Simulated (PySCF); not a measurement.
Structure problem from calculated spectra and properties.

Formula: C5H8O.

- NMR, other nuclei: isotropic shieldings of nuclei other than C and H, by class: 231 (1 O) ppm [GIAO PBE0/pcSseg-2]
- 13C NMR: chemical shifts (computed TMS as zero) by class: 96.9 (1 C), 78.1 (1 C), 69.3 (1 C), 33.7 (2 C) ppm [GIAO PBE0/pcSseg-2]
- Dipole: 1.33 D [PBE0/pcSseg-2]
- Rotational structure: rotational constants A, B, C: 4.839, 2.790, 2.730 GHz [PBE0-D3(BJ)/def2-TZVP]
- 1H NMR: chemical shifts (computed TMS as zero) by class: 2.08 (1 H), 1.43 (6 H), 0.85 (1 H) ppm [GIAO PBE0/pcSseg-2]
- Couplings: largest of the computed one-bond spin–spin couplings (means over like bonds): 13C–1H +269.5, 13C–13C +182.5, 13C–1H +133.9 (×6), 17O–1H -74.3, 13C–13C +73.5, 13C–13C +38.8 (×2), 17O–13C +21.7 Hz [B3LYP/pcJ-2, spin–dipole term left out]

The electronic properties come from PySCF, for the isolated species, density fitting. Levels stand in brackets. The structure is a single PBE0-D3(BJ)/def2-TZVP conformer in the gas phase; no vibrational or solvent corrections. NMR classes are plain means over equivalent atoms (diastereotopic ones count apart unless rotation or inversion swaps them), as if these changed places fast.

Task: What is the compound? Reason from the data.

Result: Numbering: `[CH:1]#[C:2][C:3]([CH3:4])([CH3:5])[OH:6]`. Its formula, C5H8O, gives 2 degrees of unsaturation: 0 rings and 2 π bonds in the structure found. 5 carbons fall into 4 classes; from least to most shielded: alkyne carbon [C2] (96.9 ppm), terminal alkyne carbon [C1] (78.1 ppm), carbinol carbon (C–OH) [C3] (69.3 ppm), methyl carbon [C4/C5] (33.7 ppm, 2 C, up to 4.2 ppm apart in this geometry). Hydrogen classes from least to most shielded: 1 H on a terminal alkyne carbon, C1 (2.08 ppm), 6 H on 2 methyl carbons, C4/C5 (1.43 ppm), 1 H on an alcohol oxygen, O6 (0.85 ppm). The other shieldings belong to: 231 ppm, alcohol oxygen [O6]. The couplings run between: +269.5 Hz, terminal alkyne carbon [C1] and its hydrogen; +182.5 Hz, terminal alkyne carbon [C1] and alkyne carbon [C2]; +133.9 Hz, methyl carbon [C4] and its hydrogen (with 5 like pairs); -74.3 Hz, alcohol oxygen [O6] and its hydrogen; +73.5 Hz, alkyne carbon [C2] and carbinol carbon (C–OH) [C3]; +38.8 Hz, carbinol carbon (C–OH) [C3] and methyl carbon [C4] (with 1 like pair); +21.7 Hz, alcohol oxygen [O6] and carbinol carbon (C–OH) [C3]. By its constants the optimised geometry is a nearly prolate symmetric top. Structure: 2-methyl-3-butyn-2-ol (`C#CC(C)(C)O`). Computed isomers that give other values at the same levels: `O=C1CCCC1` (13C chemical shifts (computed TMS as zero) by class: 230.3 (1 C), 42.1 (2 C), 27.5 (2 C) ppm). The assignments are read from this structure; whether some other isomer fits the data as well wasn't checked.

The values belong to the conformer `[CH:1]#[C:2][C:3]([CH3:4])([CH3:5])[OH:6]`: H–O6–C3–C2 54°.
